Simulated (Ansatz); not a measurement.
**AlS (quartet): from Hartree-Fock to the top rungs, cc-pVDZ**

One table from this session's results is given with a row withheld; the runs are named, their logs left out.

The runs use Ansatz 0.2.0, Gaussian basis; cc-pVDZ, core rule «outside noble gas», up to 10 orbitals frozen.

The runs, in order: UHF; CCSD(T) on ROHF; CCSD(T) on UHF; BCCD(T) on ROHF; CISD; CCSDT(Q) on ROHF; CCSDT(Q) on UHF; CISDTQ; CCSDTQ on ROHF; CCSDTQ on UHF; Full CI.

7 further runs of the same task are left out: 4 for a known fault of the program, 3 set aside as unsound or not needed.

### What is computed

The geometry is a PBE0/def2-TZVP stationary point (not a proven minimum) of the parent state, kept for this charge and spin.

2 atoms, charge 0, spin multiplicity 4.

Atoms are counted from 1 here; the program's logs count them from 0.

Bond lengths: Al1–S2 2.032 Å.

Coordinates:

```xyz
2
charge 0, multiplicity 4
Al    0.0000    0.0000    0.0000
S     0.0000    0.0000    2.0316
```

The first run:

File in.yaml:

```yaml
crystal:
  periodic: [false, false, false]
  atoms:
    - {symbol: Al, position_ang: [0.000000, 0.000000, 0.000000]}
    - {symbol: S, position_ang: [0.000000, 0.000000, 2.031600]}
basis:
  gaussian: {orbitals: cc-pVDZ}
magnetization: {spin_polarized: true, initial_magnetization: 3}
hamiltonian: {xc: hf}
output: {orbitals: {seedname: orbitals}}
```

Run with:

```
$ ansatz run in.yaml --threads 1 --pin off --events-out ev --progress --plain --max-ram 2513MiB --backend cpu
```

Among the steps run: UHF; CCSD(T) on ROHF; CCSD(T) on UHF; BCCD(T) on ROHF; CISD; CCSDT(Q) on ROHF; CCSDT(Q) on UHF; CISDTQ; CCSDTQ on ROHF; CCSDTQ on UHF; Full CI.

One of the session's tables, all rows but one given; the rest of the session is left out.

It belongs to the step «Misses and costs». 

| method | from FCI (meV) |
| --- | --- |
| ROHF | ? |
| UHF | +4348.3 |
| RMP2 | +927.6 |
| UMP2 | +937.9 |
| CISD | +510.0 |
| RCCSD | +311.1 |
| UCCSD | +308.9 |
| RCCSD(T) | +185.3 |
| UCCSD(T) | +186.8 |
| BCCD(T) | +187.5 |
| RCCSDT | +61.0 |
| UCCSDT | +65.1 |
| CISDTQ | +41.8 |
| RCCSDT(Q) | +3.5 |
| UCCSDT(Q) | +7.5 |
| RCCSDTQ | +3.9 |
| UCCSDTQ | +4.0 |
| FCI | 0 |

Q: Estimate the row for ROHF from the others.

The run gave: from FCI (meV): +4475.5. In the column «from FCI (meV)» it is the highest.

Caveats from the session: The report flags that the cluster equations may have other roots. The program flags RCCSDT(Q), UCCSDT(Q), RCCSDTQ, UCCSDTQ as in doubt, so those rows may rest on another solution; read them beside their warnings. Levels on UHF freeze UHF's core orbitals, full CI those of ROHF, so the U rows can settle a little off it for that reason alone. Restricted and unrestricted rows rest on different reference determinants; where their highest levels disagree by more than a few hundredths of an eV, they describe different states and don't form one ladder.
